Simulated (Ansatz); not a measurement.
bcc Cs, treated with PBEsol (PAW; Ansatz, a first-principles code).

Settings: plane-wave cutoff 520 eV, 18×18×18 k mesh, Fermi–Dirac smearing 0.1 eV, perturbation theory, force constants from a 6×6×6 q mesh, scalar-relativistic PAW data made under PBE.

Computed at the level's own relaxed cell. Harmonic vibrational thermodynamics at fixed volume:

| T (K) | S_vib (J/K per mol of atoms) | C_V (J/K per mol of atoms) | F_vib (eV/atom) |
|---|---|---|---|
| 100 | 54.32 | 24.67 | -0.0302 |
| 200 | 71.51 | 24.87 | -0.0964 |
| 600 | 98.87 | 24.93 | -0.4597 |
| 700 | 102.72 | 24.93 | -0.5642 |
| 800 | 106.05 | 24.93 | -0.6725 |
| 900 | 108.98 | 24.94 | -0.7839 |
| 1000 | 111.61 | 24.94 | -0.8983 |

The crystal is taken as a harmonic solid at every temperature: melting, phase changes and thermal expansion are not seen, nor the electrons' share in a metal.
